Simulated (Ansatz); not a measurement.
Reaction (SMILES): OCl (OH-Cl) + H+ → Cl[OH2+]
B3LYP-D3(BJ)/def2-TZVP geometries, fixed; electronic energies without zero-point terms; positive where energy is released.
Largest species:
```xyz
4

O     -0.0211     1.0722    -0.0746
H     -0.9457     1.3908     0.0477
Cl     0.0314    -0.6722    -0.0032
H      0.5812     1.4595     0.6026
```
Charge +1, spin multiplicity 1.

Effect of a fitting basis named in the input at PBE0/aug-cc-pV(T+d)Z with Ansatz (a quantum-chemistry and plane-wave program), against the last row, where the proton affinity is 159.01 kcal/mol. The proton sits at the site shown, which need not be the one that binds it best. The default fits or decomposes integrals by the program's own choice; accuracy: high also tightens integrals, grids and stops.

| setting | largest shift of a total energy (mEh) | shift of the proton affinity (kcal/mol) |
|---|---|---|
| fitting: def2-SV(P)-JKFIT | -0.037 | 0.010 |
| fitting: def2-universal-JKFIT | -0.037 | 0.010 |
| fitting: cc-pVTZ-JKFIT | -0.003 | 0.001 |
| fitting: cc-pVQZ-JKFIT | -0.009 | -0.001 |
| fitting: cc-pV5Z-JKFIT | -0.008 | -0.001 |
| accuracy: high | -0.007 | 0.000 |
| accuracy: medium (default) | 0.000 | 0.000 |

Within 0.02 kcal/mol in the proton affinity: fitting: def2-SV(P)-JKFIT; fitting: def2-universal-JKFIT; fitting: cc-pVTZ-JKFIT; fitting: cc-pVQZ-JKFIT; fitting: cc-pV5Z-JKFIT; accuracy: high. The largest shift is 0.037 mEh in a total energy and 0.010 kcal/mol in the difference.
